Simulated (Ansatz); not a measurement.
## Relaxing Zn3As

These are results of DFT r2SCAN, scalar-relativistic, plane waves, PAW (Ansatz), not measurements. Cutoff 500 eV, Γ-centred k mesh, Gaussian smearing, no spin polarisation in the final step.

The start puts Zn3As on the Cu3Au (L1_2) structure type (Pm-3m, No. 221), with As in place of Au, Zn in place of Cu, at a guessed volume.

```
Zn As
1.0
     3.94921    0.00000    0.00000
     0.00000    3.94921    0.00000
     0.00000    0.00000    3.94921
Zn As
3 1
Cartesian
  0.0000 1.9746 1.9746
  1.9746 0.0000 1.9746
  1.9746 1.9746 0.0000
  0.0000 0.0000 0.0000
```

Cell and atoms relax at zero pressure; the relaxation can't lower the symmetry of the start.

Energies over the elements count from the elements' standard structures at the same level, with no empirical corrections.

(1) Which crystal results?

(2) What are its volume, energy, density and gap?

## Answers

(1) It keeps Pm-3m (No. 221). The result has the Cu3Au (L1_2) structure. Conventional cell: a = 4.002 Å. Around Zn lie 4 As at 2.83 Å and 8 Zn at 2.83 Å; As has 12 Zn at 2.83 Å.

```
Zn As
1.0
     4.00209    0.00000    0.00000
     0.00000    4.00209    0.00000
     0.00000    0.00000    4.00209
Zn As
3 1
Direct
  0.00000 0.50000 0.50000
  0.50000 0.00000 0.50000
  0.50000 0.50000 0.00000
  0.00000 0.00000 0.00000
```

(2) The volume per atom is 16.03 Å³ and the density is 7.02 g/cm³. The energy over the elements is 0.17 eV/atom. The gap on the 12×12×12 mesh is 0 eV (a metal).

The final run used a 12×12×12 mesh on its 4-atom cell and 0.10 eV smearing. The k mesh leaves about 4 meV/atom of noise in metals. A structure relaxed within its symmetry needn't be a true minimum.

Cost: 2 runs of about 1.9 core-minutes in all, on Intel Xeon Platinum 8259CL (Skylake/Cascade Lake) (shared hosts).